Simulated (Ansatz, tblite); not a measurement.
Adding an electron: S3⁺. Charge 1, multiplicity 2. Geometry: PBE-D4/def2-TZVP. Ansatz, gas phase; energy differences of separate SCF runs; the reduced species is a singlet (the triplet lies 1.75 eV higher at PBE0-D4/def2-TZVP).

```xyz
3

S     0.238   -1.145    0.375
S     0.871    0.720   -0.061
S    -1.109    0.425   -0.314
```

The xTB rows come from tblite. The structure comes from a short search, and lower isomers may exist.

| level | −HOMO (eV) | −LUMO (eV) | vertical EA (eV) | HOMO–LUMO gap (eV) |
| --- | --- | --- | --- | --- |
| GFN1-xTB | – | – | 15.45 | – |
| GFN2-xTB | – | – | 13.48 | – |
| PBE-D4/def2-TZVP | 12.19 | 11.80 | 8.54 | 0.39 |
| r2SCAN-D4/def2-TZVP | 12.35 | 11.70 | 8.62 | 0.65 |
| PBE0-D4/def2-TZVP | 13.24 | 11.00 | 8.76 | 2.24 |

  HOMO and LUMO are the levels of the spin that leaves or enters (xTB has no such levels and no spin-polarisation term). Other spin states of the ions may lie lower, which would lower the ionisation energy or raise the affinity. Raw xTB energy differences between charge states are shifted by several eV; the methods need an empirical correction for them.
